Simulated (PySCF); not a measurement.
Compound: C4H5Cl.
Cartesian coordinates in Å at the PBE0-D3(BJ)/def2-SVP level; atoms count from 1:
```xyz
10
C4H5Cl angstrom
Cl     2.465   -0.820    0.926
C      1.425    0.113   -0.187
C     -0.002   -0.070    0.083
C     -0.988   -0.581    0.751
C     -1.374    0.329   -0.378
H      1.665   -0.201   -1.214
H      1.701    1.175   -0.096
H     -1.346   -1.213    1.559
H     -1.748    1.344   -0.165
H     -1.780   -0.093   -1.312
```

Method: EOM-IP-CCSD/aug-cc-pVDZ in PySCF, restricted Hartree–Fock reference, 9 core orbitals frozen, non-relativistic, gas phase, PBE0-D3(BJ)/def2-SVP geometry.

Hartree–Fock orbital energies give these Koopmans values (eV): HOMO 9.71, HOMO-1 11.43, HOMO-2 12.03, HOMO-3 12.46, HOMO-4 13.34, HOMO-5 15.78, HOMO-6 16.09, HOMO-7 17.56.

Problem. What vertical ionisation energies does EOM-IP-CCSD give?

Solution. 
```
leading hole (HF orbital)  Koopmans (eV)  EOM-IP-CCSD (eV)  change (eV)  one-hole share
                     HOMO           9.71              9.61        -0.10            0.96
                   HOMO-1          11.43             10.62        -0.81            0.96
                   HOMO-2          12.03             11.16        -0.87            0.95
                   HOMO-3          12.46             11.57        -0.89            0.95
                   HOMO-4          13.34             12.27        -1.07            0.95
                   HOMO-5          15.78             14.82        -0.96            0.95
                   HOMO-6          16.09             14.90        -1.19            0.95
                   HOMO-7          17.56             16.12        -1.44            0.94
```

Problem. Does the order of the lines follow the orbital energies?

Solution. Yes, no two lines change places. The corrections run from -1.44 to -0.10 eV, with a mean of -0.92 eV over the 8 lines; no line lies above its Koopmans value.

Problem. At what kinetic energies would He I light (21.22 eV) eject these electrons?

Solution. 11.61 eV (HOMO), 10.60 eV (HOMO-1), 10.06 eV (HOMO-2), 9.65 eV (HOMO-3), 8.95 eV (HOMO-4), 6.40 eV (HOMO-5), 6.32 eV (HOMO-6), 5.10 eV (HOMO-7).

Lines less than 0.15 eV apart could change places at a higher level. One root was sought for each valence orbital with −ε under 21 eV, eight at most, so deeper holes and satellites are missing; no vibrational structure.

One conformer stands for the species.
